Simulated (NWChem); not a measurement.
# A calculation on sulfur dioxide (O2S)

```xyz
3

O      1.2504     0.0000    -0.3713
S      0.0000     0.0000     0.3713
O     -1.2504     0.0000    -0.3713
```
Charge 0, spin multiplicity 1.

The numbers come from NWChem runs, not from measurements. All single points use one geometry, from PBE0/def2-SVP, a minimum by its harmonic frequencies.

Symmetry labels belong to the abelian group C2v used in the runs, with the axes of the coordinates shown; states degenerate in a higher group split over its labels.

B3LYP has NWChem's definition, with VWN1-RPA local correlation.

Problem. List the lowest 3 singlet excitations that TD-B3LYP/def2-SVPD, VWN1-RPA local correlation gives, with oscillator strengths.

Solution. 
| state | symmetry | energy (eV) | wavelength (nm) | f |
|---|---|---|---|---|
| 1 | b2 | 3.91 | 317 | 0.004 |
| 2 | a2 | 4.26 | 291 | 0.000 |
| 3 | b1 | 6.18 | 201 | 0.060 |
